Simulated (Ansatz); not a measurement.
Born–Oppenheimer molecular dynamics of H5NOSi (8 atoms, charge 0, multiplicity 1). It starts from a relaxed structure.

Method: Ansatz, RKS LDA/cc-pVDZ.

```json
{
 "ensemble": "NVT, Nosé–Hoover chain",
 "time step": "0.5 fs",
 "steps asked": "100",
 "set temperature": "500 K",
 "thermostat": "time constant 100 fs, chain length 3 (defaults)",
 "seed": "489656"
}
```

First frame:

```xyz
8
Properties=species:S:1:pos:R:3
Si -0.003 -0.062 0.024
N 0.069 -0.147 1.752
H -0.771 -0.430 2.270
H 0.569 0.593 2.261
H 1.404 0.004 -0.497
O -0.705 1.305 -0.677
H -1.670 1.373 -0.545
H -0.745 -1.316 -0.382
```

How far do the bonds stretch over the last three quarters of this one trajectory? (Pairs bonded in most of those frames.)


```json
{"bond": "Si1–N2", "mean (Å)": "1.724", "spread (Å)": "0.031", "shortest": "1.68", "longest": "1.78"}
{"bond": "Si1–H5", "mean (Å)": "1.513", "spread (Å)": "0.052", "shortest": "1.43", "longest": "1.59"}
{"bond": "Si1–O6", "mean (Å)": "1.689", "spread (Å)": "0.024", "shortest": "1.65", "longest": "1.72"}
{"bond": "Si1–H8", "mean (Å)": "1.513", "spread (Å)": "0.018", "shortest": "1.49", "longest": "1.54"}
{"bond": "N2–H3", "mean (Å)": "1.028", "spread (Å)": "0.019", "shortest": "1.00", "longest": "1.06"}
{"bond": "N2–H4", "mean (Å)": "1.028", "spread (Å)": "0.024", "shortest": "0.99", "longest": "1.06"}
{"bond": "O6–H7", "mean (Å)": "0.978", "spread (Å)": "0.008", "shortest": "0.97", "longest": "0.99"}
```

Mean temperature of the second half: 241 K. The conserved energy stayed within 0.24 meV per atom of its start (net change 0.24 meV per atom), so the integration is sound. The mean temperature of the second half is 52 % below the set value. A run of 0.05 ps of so small a system gives no equilibrium averages.

Run time: 100 s on 1 thread of Arm Neoverse V2 (shared host), peak memory 0.12 GiB.
